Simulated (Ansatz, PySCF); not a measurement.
System: C₂H₄S (charge 0, singlet). 
Geometry from a B3LYP-D3(BJ)/def2-TZVP (Ansatz, a quantum-chemistry and plane-wave program) optimisation:
SMILES: C1CS1
```xyz
7

C      0.0060    -0.7464    -0.7914
S     -0.0041     0.0076     0.8672
C      0.0015     0.7325    -0.8043
H     -0.9035    -1.2637    -1.0683
H      0.9212    -1.2581    -1.0598
H      0.9136     1.2450    -1.0816
H     -0.9112     1.2394    -1.0901
```
Charge 0, spin multiplicity 1.

Dipole moments at this geometry, in debye (magnitudes).

| level | program | dipole (D) |
|---|---|---|
| revPBE/def2-TZVPD | Ansatz | 1.88 |
| BP86/def2-TZVPD | PySCF | 1.89 |
| M06-L/def2-TZVPD | PySCF | 1.86 |
| B3LYP/def2-TZVPD | Ansatz | 1.92 |
| TPSSh/def2-TZVPD | PySCF | 1.97 |
| PW6B95/def2-TZVPD | PySCF | 1.91 |
| M06-2X/def2-TZVPD | PySCF | 1.91 |
| wB97X-V/def2-TZVPD | Ansatz | 1.99 |
| CCSD(T)/aug-cc-pV(D+d)Z | Ansatz | 1.91 |

Measured: 1.85 D (NIST CCCBDB, as tabulated in the package chemicals), a vibrational average. This is an older compilation, not checked against later work.
